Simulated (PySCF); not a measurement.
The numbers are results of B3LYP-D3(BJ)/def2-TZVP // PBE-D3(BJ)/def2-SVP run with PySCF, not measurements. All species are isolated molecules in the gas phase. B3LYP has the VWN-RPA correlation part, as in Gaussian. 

Reference species (SMILES): `C[O]` (neutral, multiplicity 2).

```
Property                         Result
-----------------------------  --------
highest occupied spin orbital  -7.51 eV
dipole moment                    2.07 D
```

Changed species: `[NH2]` (free radical NH2; the reference has free radical OCH3).

Give the shifts of the highest occupied spin orbital and dipole moment.

the highest occupied spin orbital falls by 1.06 eV, to -8.57 eV; the dipole moment drops by 0.11 D, to 1.96 D.
